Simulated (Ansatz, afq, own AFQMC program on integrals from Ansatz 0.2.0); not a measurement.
Two steps: Ansatz 0.2.0 writes the Fock matrix and Cholesky factors of the valence space, and afq projects on them the lowest state that overlaps trial and start.

```yaml
crystal:
  periodic: [false, false, false]
  atoms:
    - {symbol: O, position_ang: [-1.612774, -1.324938, -0.741413]}
    - {symbol: Al, position_ang: [-0.435216, -0.433249, -0.122045]}
    - {symbol: O, position_ang: [0.796480, 0.475603, 0.550361]}
    - {symbol: H, position_ang: [1.251510, 1.282584, 0.313097]}
basis:
  gaussian: {orbitals: def2-TZVP}
magnetization: {spin_polarized: false}
correlation: {method: ccsd_t, electrons: outside_noble_gas, hamiltonian_folder: ham}
```

```sh
$ ansatz run in.yaml --threads 1 --pin off --events-out ev --progress --plain --max-ram 16896MiB --backend cuda --devices 0, --max-vram 18GiB
```

afq runs on the folder ham with

```
--method phaseless --trial hf --walkers 4000 --populations 20 --least-time 40 --time-step 0.005 --steps-per-block 20 --equilibration-blocks 112 --max-blocks 4000 --target-error 0.0012000 --factor-cut 1e-05 --seed 7325 --taylor-order 6
```

Times are imaginary, in 1/Eh. The walk had a cap of 104 s. With eight or more populations the least sampling time is a fifth of least-time, and the error comes from their spread.

afq prints:

```
orbitals 98  electrons 8 8  factors 681 of 684
reference energy -392.32401112 Eh
CCSD correlation -0.55321374 Eh in 15 cycles, weight of the determinant in the CISD state 0.8475
energy of the start -392.324011 Eh
 block  time / (1/Eh)  mean weight  energy / Eh
     1     0.100  1.0047  -392.536333
     2     0.200  1.0052  -392.652021
     3     0.300  1.0050  -392.724073
     4     0.400  1.0046  -392.769651
     5     0.500  1.0032  -392.794563
     7     0.700  1.0015  -392.825573
     9     0.900  1.0011  -392.844126
    11     1.100  1.0008  -392.877060
    31     3.100  1.0001  -392.902416
    51     5.100  0.9995  -392.912616
    71     7.100  0.9997  -392.914736
    91     9.100  1.0006  -392.894271
   111    11.100  1.0001  -392.903641
   131    13.100  1.0000  -392.909879
   151    15.100  1.0005  -392.911783
   171    17.100  1.0001  -392.921377
   191    19.100  0.9999  -392.915996
   211    21.100  0.9997  -392.906800
   231    23.100  0.9989  -392.892123
   251    25.100  1.0000  -392.929665
   271    27.100  1.0000  -392.916215
   291    29.100  1.0003  -392.910325
   311    31.100  1.0005  -392.904416
   331    33.100  1.0017  -392.922651
   351    35.100  1.0005  -392.924906
   371    37.100  0.9999  -392.905187
   391    39.100  1.0002  -392.906384
   411    41.100  0.9997  -392.911453
   421    42.100  1.0005  -392.905051
error from the spread of 20 populations
energy -392.912278 +/- 0.001147 Eh
(rows thinned)
```

The run passed its tests (sampling time, drift between the halves within three errors, error under three times the target), which doesn't prove that it has relaxed.

Against this walk (error 31.2 meV) on the same determinant: CCSD(T) 302.4 meV higher, CCSDT(Q) 240.4 meV higher. The error is statistical and leaves out the bias of the constraint. CCSDT(Q) is the surest value here, so the walk's 240 meV below it is most likely the bias of the constraint with this trial, which can have either sign.

Cautions: constraint bias not in the error; higher spins were not checked; raised T1 diagnostic (T1 0.024, weight of the determinant 0.85, largest double 0.04).

The walk took 75 s on 1 × NVIDIA H100 80GB HBM3 with 2 threads of AMD EPYC 7R13 Processor (Zen 3), with other jobs on the host (the card was shared). The log's last line is the phaseless energy.

CCSDT and higher add their correlation energy to the determinant of the CCSD(T) run, since their own runs factorise the integrals more tightly (a shift of under 2 meV). A walk keeps the symmetry of its determinant, which the program's search chose and which needn't be the lowest solution, so a lower state of the same spin and another symmetry isn't excluded.
